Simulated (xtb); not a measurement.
xtb input (GFN2-xTB):

```bash
xtb mol.xyz --gfn 2 --sp --chrg -1 --uhf 0
```
mol.xyz:
```
6

C      0.05391172     0.80080368    -0.10182354
N     -0.07202677    -0.70518643    -0.08531619
H      0.20860883    -1.14742715     0.80112789
H     -1.05121284    -0.94323814    -0.19400284
H     -0.09433519     1.20392142     0.92877463
H      1.11765621     1.01822688    -0.32774514
```

Output:

```
           -------------------------------------------------
          |                Calculation Setup                |
           -------------------------------------------------

           -------------------------------------------------
          |                 G F N 2 - x T B                 |
           -------------------------------------------------

        Reference                      10.1021/acs.jctc.8b01176
      * Hamiltonian:
        H0-scaling (s, p, d)           1.850000    2.230000    2.230000
        zeta-weighting                 0.500000
      * Dispersion:
        s8                             2.700000
        a1                             0.520000
        a2                             5.000000
        s9                             5.000000
      * Repulsion:
        kExp                           1.500000    1.000000
        rExp                           1.000000
      * Coulomb:
        alpha                          2.000000
        third order                    shell-resolved
        anisotropic                    true
        a3                             3.000000
        a5                             4.000000
        cn-shift                       1.200000
        cn-exp                         4.000000
        max-rad                        5.000000

          ...................................................
          :                      SETUP                      :
          :.................................................:
          :  # basis functions                  12          :
          :  # atomic orbitals                  12          :
          :  # shells                            8          :
          :  # electrons                        14          :
          :  max. iterations                   250          :
          :  Hamiltonian                  GFN2-xTB          :
          :  restarted?                      false          :
          :  GBSA solvation                  false          :
          :  PC potential                    false          :
          :  electronic temp.          300.0000000     K    :
          :  accuracy                    1.0000000          :
          :  -> integral cutoff          0.2500000E+02      :
          :  -> integral neglect         0.1000000E-07      :
          :  -> SCF convergence          0.1000000E-05 Eh   :
          :  -> wf. convergence          0.1000000E-03 e    :
          :  Broyden damping             0.4000000          :
          :  net charge                         -1          :
          :  unpaired electrons                  0          :
          ...................................................

 iter      E             dE          RMSdq      gap      omega  full diag
   1     -7.1792562 -0.717926E+01  0.456E+00    8.96       0.0  T
   2     -7.2117416 -0.324854E-01  0.273E+00    8.03       1.0  T
   3     -7.2127432 -0.100157E-02  0.138E+00    8.00       1.0  T
   4     -7.2128467 -0.103566E-03  0.236E-01    7.92       1.0  T
   5     -7.2128577 -0.110015E-04  0.687E-02    7.91       1.0  T
   6     -7.2128584 -0.654862E-06  0.989E-03    7.93       4.1  T
   7     -7.2128585 -0.865687E-07  0.573E-03    7.92       7.1  T
   8     -7.2128585 -0.262037E-07  0.395E-04    7.93     103.3  T
   9     -7.2128585 -0.515703E-10  0.170E-04    7.93     239.5  T

   *** convergence criteria satisfied after 9 iterations ***

         #    Occupation            Energy/Eh            Energy/eV
      -------------------------------------------------------------
         1        2.0000           -0.3435701              -9.3490
         2        2.0000           -0.2634621              -7.1692
         3        2.0000           -0.2613748              -7.1124
         4        2.0000           -0.1936457              -5.2694
         5        2.0000           -0.1626356              -4.4255
         6        2.0000           -0.1038700              -2.8264
         7        2.0000           -0.0021636              -0.0589 (HOMO)
         8                          0.2891069               7.8670 (LUMO)
         9                          0.3954691              10.7613
        10                          0.4169086              11.3447
        11                          0.4867239              13.2444
        12                          0.4927095              13.4073
      -------------------------------------------------------------
                  HL-Gap            0.2912705 Eh            7.9259 eV
             Fermi-level            0.1434717 Eh            3.9041 eV

 SCC (total)                   0 d,  0 h,  0 min,  0.003 sec
 SCC setup                      ...        0 min,  0.000 sec (  3.040%)
 Dispersion                     ...        0 min,  0.000 sec (  1.044%)
 classical contributions        ...        0 min,  0.000 sec (  0.557%)
 integral evaluation            ...        0 min,  0.000 sec ( 10.241%)
 iterations                     ...        0 min,  0.002 sec ( 57.748%)
 molecular gradient             ...        0 min,  0.001 sec ( 22.936%)
 printout                       ...        0 min,  0.000 sec (  3.946%)

         :::::::::::::::::::::::::::::::::::::::::::::::::::::
         ::                     SUMMARY                     ::
         :::::::::::::::::::::::::::::::::::::::::::::::::::::
         :: total energy              -7.143011153733 Eh    ::
         :: gradient norm              0.035354496922 Eh/a0 ::
         :: HOMO-LUMO gap              7.925874788693 eV    ::
         ::.................................................::
         :: SCC energy                -7.212858446991 Eh    ::
         :: -> isotropic ES            0.172609356766 Eh    ::
         :: -> anisotropic ES          0.000399697763 Eh    ::
         :: -> anisotropic XC          0.004944160635 Eh    ::
         :: -> dispersion             -0.002463427264 Eh    ::
         :: repulsion energy           0.069847293258 Eh    ::
         :: add. restraining           0.000000000000 Eh    ::
         :: total charge              -1.000000000000 e     ::
         :::::::::::::::::::::::::::::::::::::::::::::::::::::

           -------------------------------------------------
          |                Property Printout                |
           -------------------------------------------------

    * Orbital Energies and Occupations

         #    Occupation            Energy/Eh            Energy/eV
      -------------------------------------------------------------
         1        2.0000           -0.3435701              -9.3490
         2        2.0000           -0.2634621              -7.1692
         3        2.0000           -0.2613748              -7.1124
         4        2.0000           -0.1936457              -5.2694
         5        2.0000           -0.1626356              -4.4255
         6        2.0000           -0.1038700              -2.8264
         7        2.0000           -0.0021636              -0.0589 (HOMO)
         8                          0.2891069               7.8670 (LUMO)
         9                          0.3954691              10.7613
        10                          0.4169086              11.3447
        11                          0.4867239              13.2444
        12                          0.4927095              13.4073
      -------------------------------------------------------------
                  HL-Gap            0.2912705 Eh            7.9259 eV
             Fermi-level            0.1434717 Eh            3.9041 eV

     #   Z          covCN         q      C6AA      α(0)
     1   6 C        2.745    -0.270    35.371     9.738
     2   7 N        2.621    -0.393    30.178     8.159
     3   1 H        0.859     0.019     2.761     2.603
     4   1 H        0.860     0.043     2.427     2.441
Note: The following floating-point exceptions are signalling: IEEE_DENORMAL
normal termination of xtb
     5   1 H        0.920    -0.212    11.739     5.358
     6   1 H        0.922    -0.188     9.940     4.931

 Mol. C6AA /au·bohr⁶  :        449.934628
 Mol. C8AA /au·bohr⁸  :       8415.087416
 Mol. α(0) /au        :         33.229678

Wiberg/Mayer (AO) data.
largest (>0.10) Wiberg bond orders for each atom

 ---------------------------------------------------------------------------
     #   Z sym  total        # sym  WBO       # sym  WBO       # sym  WBO
 ---------------------------------------------------------------------------
     1   6 C    2.855 --     6 H    0.956     5 H    0.947     2 N    0.932
     2   7 N    2.911 --     4 H    0.991     3 H    0.979     1 C    0.932
     3   1 H    1.000 --     2 N    0.979
     4   1 H    0.998 --     2 N    0.991
     5   1 H    0.955 --     1 C    0.947
     6   1 H    0.965 --     1 C    0.956
 ---------------------------------------------------------------------------

Topologies differ in total number of bonds
Writing topology from bond orders to xtbtopo.mol

molecular dipole:
                 x           y           z       tot (Debye)
 q only:       -0.411      -0.846      -0.126
   full:       -0.247      -1.115       0.625       3.308
molecular quadrupole (traceless):
                xx          xy          yy          xz          yz          zz
 q only:        1.104      -0.983      -2.191       0.527      -0.994       1.087
  q+dip:        2.097       0.563      -3.419       0.501      -0.533       1.322
   full:        1.970       0.825      -3.017       0.338      -0.536       1.047

           -------------------------------------------------
          | TOTAL ENERGY               -7.143011153733 Eh   |
          | GRADIENT NORM               0.035354496922 Eh/α |
          | HOMO-LUMO GAP               7.925874788693 eV   |
           -------------------------------------------------

------------------------------------------------------------------------
------------------------------------------------------------------------
 total:
 SCF:
```

It need not be the lowest isomer of its formula. Whether it binds its extra electron was not tested at this geometry.
